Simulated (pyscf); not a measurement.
PySCF, gas phase, ωB97X-D3(BJ)/def2-SVP geometries.

Task: For `[CH3][CH2][Be][SH]` + `[CH3][CH3]` -> `[CH3][CH2][Be][CH2][CH3]` + `[SH2]`, a four-centre exchange (singlet surface; Be–S, C–H broken, Be–C, H–S formed), PBE/def2-TZVP gives ΔE‡ = 35.2 kcal/mol and ΔE = +31.8 kcal/mol (zero: the separated reactants). In which direction and how far do r²SCAN/def2-TZVP, M06-2X/def2-TZVP, ωB97M-D3(BJ)/def2-TZVP move these?

Result: r²SCAN: ΔE‡ = 36.4 kcal/mol, ΔE = +33.1 kcal/mol; M06-2X: ΔE‡ = 40.3 kcal/mol, ΔE = +32.2 kcal/mol; ωB97M-D3(BJ): ΔE‡ = 40.2 kcal/mol, ΔE = +31.3 kcal/mol. PBE's barrier lies under all of them, by 1.2 to 5.1 kcal/mol. Its reaction energy lies among theirs. On the product side the descent ends in an adduct with a Be–S contact (not fully relaxed), 8.3 kcal/mol under the separated species and 15.5 kcal/mol under the saddle at ωB97X-D3(BJ)/def2-TZVP. What is counted as broken (Be–S) persists as a longer contact in the product adduct; parting that adduct is a step of its own. This is the saddle that the search found; another between the same sides may lie lower.
